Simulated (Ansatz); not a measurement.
Ga2O3 (C2/m, No. 12), treated with r²SCAN in Ansatz (plane waves, PAW).

Settings: plane-wave cutoff 600 eV, 12×12×6 k mesh (along the axes of the cell as run), scalar-relativistic PAW data made under PBE.

Computed at the level's own relaxed cell.

Hill averages of the elastic tensor: K = 182.6 GPa, G = 79.9 GPa. Volume 10.503 Å³/atom, mean atomic mass 37.489 u.

Problem. Work out the density, the sound velocities of a polycrystal and the elastic Debye temperature at this level.

Solution. ρ = 1.66054 × 37.489/10.503 = 5.927 g/cm³. v_l = √[(K + 4G/3)/ρ] = 6.984 km/s and v_t = √(G/ρ) = 3.672 km/s. The mean follows from 3/v_m³ = 1/v_l³ + 2/v_t³: v_m = 4.106 km/s. Θ_D = (ħ/k_B) v_m (6π²/V)^(1/3) = 76.38 K Å s/km × 4.106 × 1.7798 Å⁻¹ = 558 K, counting all atoms of the cell.

Note: the relaxation could not lower the start's symmetry, so the cell can be a saddle point above a distorted one.

Ansatz is a first-principles code.
